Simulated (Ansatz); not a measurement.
A calculation with Ansatz (development build ahead of 0.2.0).

```yaml
crystal:
  periodic: [false, false, false]
  atoms:
    - { symbol: S, position_ang: [-0.00079, 0.39411, -1.55677] }
    - { symbol: S, position_ang: [-0.01043, -0.60596, 0.16533] }
    - { symbol: O, position_ang: [0.01338, 0.22595, 1.40236] }
basis:
  gaussian: { orbitals: def2-SVP }
magnetization:
  spin_polarized: true
hamiltonian:
  xc: hf
correlation:
  method: mp2
  frozen_orbitals: { O: 1, S: 5 }
```

The input is written out in the form of the current development build from the run's settings.

The run gave:

| Property | Result |
| --- | --- |
| Converged | yes |
| Reference energy | -869.54206 hartree |
| Correlation energy | -0.40601 hartree |
| Total energy | -869.94807 hartree |
| Spin squared of the determinant | 0.819 |
| Stability test | minimum |
| Occupied orbitals by symmetry in an Abelian subgroup (alpha; beta) | 16 A' 4 A''; 16 A' 4 A'' |

Messages of the program:
```
mean field -23661.44481622 eV, -869.5420586926 hartree, gradient 3.5e-6 eV, S^2 0.818569; 11 other ends of a descent, 0 dependent functions left out
```

Caution: the unrestricted determinant is a mixture of spin states; a plain start can end on a higher determinant.
